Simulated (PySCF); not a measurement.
**Vertical excitation energies**

tert-butylphosphine, C4H11P.
SMILES: `CC(C)(C)P`

Level of theory: TDDFT CAM-B3LYP/def2-SVPD, vertical, gas phase, core orbitals frozen in the response in PySCF. Geometry: GFN2-xTB; no solvent, vibrations or thermal averaging. Torsions of this conformer, `[CH3:1][C:2]([CH3:3])([CH3:4])[PH2:5]`: H–P5–C2–C1 -46°, H–P5–C2–C1 46°.

Predict the UV-vis stick spectrum at this level.

```json
{"state": "S1", "E (eV)": "6.49", "E (kJ/mol)": "626", "λ (nm)": "191.0", "f": "0.049", "main configurations (H = HOMO, L = LUMO)": "H→L (74%), H→L+1 (21%)"}
{"state": "S2", "E (eV)": "7.13", "E (kJ/mol)": "688", "λ (nm)": "173.9", "f": "0.043", "main configurations (H = HOMO, L = LUMO)": "H→L+2 (74%), H→L+4 (19%)"}
{"state": "S3", "E (eV)": "7.23", "E (kJ/mol)": "698", "λ (nm)": "171.4", "f": "0.180", "main configurations (H = HOMO, L = LUMO)": "H→L+1 (57%), H→L+5 (22%), H→L (14%)"}
{"state": "S4", "E (eV)": "8.09", "E (kJ/mol)": "781", "λ (nm)": "153.2", "f": "0.024", "main configurations (H = HOMO, L = LUMO)": "H-1→L (51%), H→L+5 (31%)"}
{"state": "S5", "E (eV)": "8.27", "E (kJ/mol)": "798", "λ (nm)": "150.0", "f": "0.019", "main configurations (H = HOMO, L = LUMO)": "H→L+3 (42%), H-1→L (22%), H→L+5 (11%)"}
{"state": "S6", "E (eV)": "8.31", "E (kJ/mol)": "802", "λ (nm)": "149.1", "f": "0.0000", "main configurations (H = HOMO, L = LUMO)": "H→L+4 (76%), H→L+2 (18%)"}
{"state": "S7", "E (eV)": "8.49", "E (kJ/mol)": "819", "λ (nm)": "146.1", "f": "0.0080", "main configurations (H = HOMO, L = LUMO)": "H→L+3 (47%), H→L+5 (29%), H-1→L (10%)"}
{"state": "S8", "E (eV)": "8.78", "E (kJ/mol)": "847", "λ (nm)": "141.3", "f": "0.030", "main configurations (H = HOMO, L = LUMO)": "H→L+7 (77%)"}
```

Triplets, Tamm–Dancoff:

```json
{"state": "T1", "E (eV)": "5.41", "λ (nm)": "229.2", "main configurations (H = HOMO, L = LUMO)": "H→L+1 (52%), H→L (40%)"}
{"state": "T2", "E (eV)": "5.86", "λ (nm)": "211.6", "main configurations (H = HOMO, L = LUMO)": "H→L+2 (63%), H→L+4 (23%)"}
{"state": "T3", "E (eV)": "6.84", "λ (nm)": "181.4", "main configurations (H = HOMO, L = LUMO)": "H→L (39%), H→L+1 (29%), H→L+5 (27%)"}
```

The lowest singlet lies at 6.49 eV (191 nm, vacuum ultraviolet) and is of moderate strength; its leading configuration is HOMO→LUMO (74%). The strongest level in the table is S3 at 7.23 eV (171 nm, f = 0.180). Löwdin shares by element: HOMO phosphorus 62%, carbon 19% or more, hydrogen 6% or more; LUMO carbon 34% or more, phosphorus 16% (atoms not listed hold the other 51%). The listed states span 2.28 eV, and the widest gap between neighbours is 0.86 eV (S3 to S4). The oscillator strengths of these states sum to 0.353; summed over the whole spectrum of an exact calculation they would give the number of electrons, 50 (Thomas–Reiche–Kuhn). Orbital energies (eV): HOMO-3 -10.99, HOMO-2 -10.89, HOMO-1 -10.11, HOMO -8.43, LUMO 1.12, LUMO+1 1.96, LUMO+2 2.07. Singlets were solved by full linear response, triplets in the Tamm–Dancoff approximation.
